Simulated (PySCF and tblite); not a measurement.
Results of a calculation; reference values are marked as such.
C₄H₆O₂, numbered as in [CH2:1]=[CH:2][C:3](=[O:4])[O:5][CH3:6].

Search: ETKDG and KDG, MMFF94s, GFN2-xTB, 90 starts; geometries at GFN2-xTB. Weights use PBE0-D3(BJ)/def2-TZVP (IEF-PCM, chloroform) energies plus GFN2-xTB zero-point and thermal terms (modes under about 100 cm⁻¹ blended into free rotors). Symmetry numbers and mirror images are counted. Conformers within 3 kcal/mol (GFN2-xTB free energy) were kept, 6 at most. Codes: tblite and PySCF.

Torsions listed: C1–C2–C3–O5, O4–C3–O5–C6.

```json
{"conformer": "1", "shape": "0°, 0°", "symmetry": "Cs"}
{"conformer": "2", "shape": "180°, 0°", "symmetry": "Cs"}
```

(1) Which of these conformers is the most populated at 298.15 K, and with what share?

(2) Give the DFT energies and free energies relative to the lowest, and all weights.

(3) How does its share change from 220 K to 380 K?

The minima are those of GFN2-xTB; planar forms about aryl–S or allylic bonds may be saddles in DFT.

## Answers

(1) Conformer 2, about 69 %. The lead over the next is within the error of the method.

(2) 
| conformer | shape | E(DFT) kcal/mol | G(298.15 K) kcal/mol | weight % |
| --- | --- | --- | --- | --- |
| 1 | 0°, 0° | 0.51 | 0.48 | 30.8 |
| 2 | 180°, 0° | 0.00 | 0.00 | 69.2 |

(3) From 75 % to 65 %; the mixing entropy goes from 1.11 to 1.29 cal/(mol K).
